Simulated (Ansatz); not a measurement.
Two isomers of C4H9N: A = `NCC1CC1`, B = `CC(C)C=N`.

Isolated molecules relaxed with PBE0-D4/def2-TZVP in Ansatz; ΔE leaves out vibrations. CBS: MP2 limit from def2 TZ/QZ plus the TZ coupled-cluster correction, frozen cores. DFT in def2-TZVPP. B3LYP here is the variant with VWN-RPA as its local correlation; programs differ in this. Each species was taken in one conformer, which may not be the lowest.

A:

Z-matrix (Å, degrees):
```
C
C 1 1.507
N 1 1.454 2 115.9
H 1 1.095 2 109.8 3 -122.5
H 1 1.096 2 108.6 3 121.9
C 2 1.496 1 120.0 3 -152.4
C 2 1.498 1 119.3 3 -82.0
H 2 1.087 1 114.6 3 62.1
H 3 1.014 1 109.8 2 53.9
H 3 1.013 1 110.2 2 -63.0
H 6 1.083 2 118.7 1 -143.4
H 6 1.084 2 117.4 1 1.0
H 7 1.083 2 118.8 1 142.4
H 7 1.085 2 117.5 1 -2.3
```

B:

Z-matrix (Å, degrees):
```
C
C 1 1.528
H 1 1.092 2 110.8
H 1 1.093 2 111.4 3 120.2
H 1 1.093 2 110.6 3 -119.8
C 2 1.517 1 111.9 3 59.6
C 2 1.505 1 109.3 3 -173.6
H 2 1.100 1 107.3 3 -59.5
H 6 1.093 2 111.9 1 -177.7
H 6 1.092 2 110.4 1 -57.9
H 6 1.094 2 111.2 1 61.2
N 7 1.262 2 129.1 1 -124.3
H 7 1.097 2 114.2 1 55.0
H 12 1.022 7 110.9 2 -0.5
```

**Question.** Which isomer does CCSD(T)/CBS put lower? Give the gap. (Best estimate.)

**Answer.** The calculation gave: B, by 56.4 kJ/mol.

**Question.** Give E(B) − E(A) in kJ/mol with B3LYP, CCSD/def2-TZVPP, MP2/def2-TZVPP, r2SCAN-D4, ωB97M-V, B2PLYP, PBE0-D4. (Best estimate.)

**Answer.** Computed: B3LYP -59.4, CCSD/def2-TZVPP -56.4, MP2/def2-TZVPP -48.1, r2SCAN-D4 -50.3, ωB97M-V -50.0, B2PLYP -58.4, PBE0-D4 -40.2. None reverses the order clearly.

Largest T1 diagnostic: 0.011.

In def2-TZVPP, CCSD(T) changes the Hartree–Fock value by +3.9 kJ/mol (the triples alone add −2.6 kJ/mol) and MP2 by +14.6 kJ/mol. From PBE to PBE0 (25 % exact exchange), in def2-TZVPP and without D4, E(B) − E(A) moves by +7.7 kJ/mol.
